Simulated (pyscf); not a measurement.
Optimised with ωB97X-D3(BJ)/def2-SVP in PySCF.

Question: •HN–Sn(NH₂)(NH₂)–NH₂ + H₂ -> H₂N–Sn(NH₂)(NH₂)–NH₂ + H•
Surface: doublet. Broken: H–H. Formed: H–N. Give ΔE‡ and ΔE from ωB97M-D3(BJ)/def2-TZVP, relative to the separated reactants.

Answer: ΔE‡ = 0.29 eV, ΔE = -0.29 eV. Zero-point energy shifts the barrier by +0.05 eV. It is a hydrogen abstraction, with an imaginary mode of 1244i cm⁻¹. One saddle was located; it need not be the lowest between these sides. The angle at the transferred H is 155°. Elements past Kr carry the def2 core potentials, without spin-orbit coupling.
